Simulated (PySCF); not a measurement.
Job file and geometry (Å, from GFN2-xTB) of an NMR shielding run on SMILES C=CCC[O-], [C4H7O]-, GIAO PBE0/pcSseg-1 NMR shielding, non-relativistic, gas phase (PySCF 2.14.0, density-fitted response routines); density fitting, a coarse starting grid and PySCF grid level 2 are the driver's defaults:

```
$ OMP_NUM_THREADS=1 python probes_run.py task.json out

{"job": {"kind": "nmr", "xc": "PBE0", "basis": "pcSseg-1"}, "charge": -1, "multiplicity": 1}
C      1.842493     0.446123     0.358271
C      0.822239    -0.410054     0.448213
C     -0.244991    -0.566818    -0.536445
C     -1.583694     0.276291    -0.127224
O     -2.544212     0.162676    -0.981742
H      1.996691     1.045852    -0.524814
H      2.554653     0.586023     1.158905
H      0.704438    -0.976940     1.368688
H      0.048336    -0.199070    -1.520475
H     -0.578306    -1.602228    -0.620827
H     -1.189896     1.334341     0.026493
H     -1.826553    -0.096881     0.924929
```

**Question.** Write the output of this run.

**Answer.** 
```
coarse grid: 9776 points
cycle   1  E = -231.2595667881  dE =  5.374e-01  |g| = 9.711e-01  |ddm| = 2.942e+00
cycle   2  E = -226.2398728330  dE =  5.020e+00  |g| = 3.120e+00  |ddm| = 1.459e+01
cycle   3  E = -231.3519534488  dE = -5.112e+00  |g| = 6.004e-01  |ddm| = 1.460e+01
cycle   4  E = -231.4533932525  dE = -1.014e-01  |g| = 2.460e-01  |ddm| = 8.776e-01
cycle   5  E = -231.4681934740  dE = -1.480e-02  |g| = 6.784e-02  |ddm| = 5.317e-01
cycle   6  E = -231.4688572423  dE = -6.638e-04  |g| = 4.539e-02  |ddm| = 1.062e-01
cycle   7  E = -231.4693762287  dE = -5.190e-04  |g| = 9.116e-03  |ddm| = 4.461e-02
cycle   8  E = -231.4693947122  dE = -1.848e-05  |g| = 3.395e-03  |ddm| = 1.146e-02
cycle   9  E = -231.4693972855  dE = -2.573e-06  |g| = 6.035e-04  |ddm| = 3.616e-03
final grid: 93648 points
cycle  10  E = -231.5101459170  dE = -1.408e-05  |g| = 9.824e-03  |ddm| = 2.335e-02
cycle  11  E = -231.5101049234  dE =  4.099e-05  |g| = 1.727e-02  |ddm| = 3.226e-02
cycle  12  E = -231.5101655593  dE = -6.064e-05  |g| = 1.811e-03  |ddm| = 2.547e-02
cycle  13  E = -231.5101662798  dE = -7.205e-07  |g| = 1.812e-04  |ddm| = 2.632e-03
cycle  14  E = -231.5101662876  dE = -7.833e-09  |g| = 4.079e-05  |ddm| = 2.879e-04
cycle  15  E = -231.5101662880  dE = -3.224e-10  |g| = 2.271e-05  |ddm| = 7.859e-05
converged SCF energy = -231.5101662880

GIAO shielding tensors (ppm)
atom      isotropic    diamagn.    paramagn.     s11        s22        s33       span
  0 C       86.389     254.299    -167.910    -12.877    118.417    153.627    166.504
  1 C       37.592     255.437    -217.845    -87.745     38.243    162.279    250.024
  2 C      123.449     247.743    -124.294     84.177    129.608    156.561     72.384
  3 C       87.930     234.923    -146.993     38.860     69.599    155.330    116.470
  4 O      159.753     395.117    -235.365    -44.742    220.819    303.181    347.923
  5 H       27.543      32.389      -4.846     25.111     26.412     31.106      5.996
  6 H       27.616      30.752      -3.136     24.956     26.450     31.443      6.487
  7 H       25.270      31.946      -6.676     22.677     25.087     28.045      5.369
  8 H       29.725      32.555      -2.830     27.320     30.455     31.399      4.080
  9 H       29.655      31.671      -2.016     27.309     30.126     31.530      4.221
 10 H       25.475      28.237      -2.762     21.512     25.213     29.699      8.187
 11 H       24.768      27.976      -3.208     20.578     24.980     28.745      8.166
```

**Question.** Turn these shieldings into chemical shifts. Referencing at the same level of theory: TMS for 13C (σ = 186.93 ppm), 1H (σ = 31.72 ppm); 17O (σ = 336.08 ppm) against H2O.

**Answer.** Averaging equivalent atoms: C 1: 149.3; C 0: 100.5; C 3: 99.0; C 2: 63.5; O 4: 176.3; H 10/11: 6.60; H 7: 6.45; H 5: 4.17; H 6: 4.10; H 8/9: 2.03 ppm. Experimental scales use liquid or dissolved standards, which lie at an offset from isolated H2O (liquid H2O: subtract about 36 ppm).

Size and cost of the density-fitted run: 120 basis functions, 12 s wall time on 1 thread of an Arm Neoverse V1, shared host; peak memory 0.54 GiB.
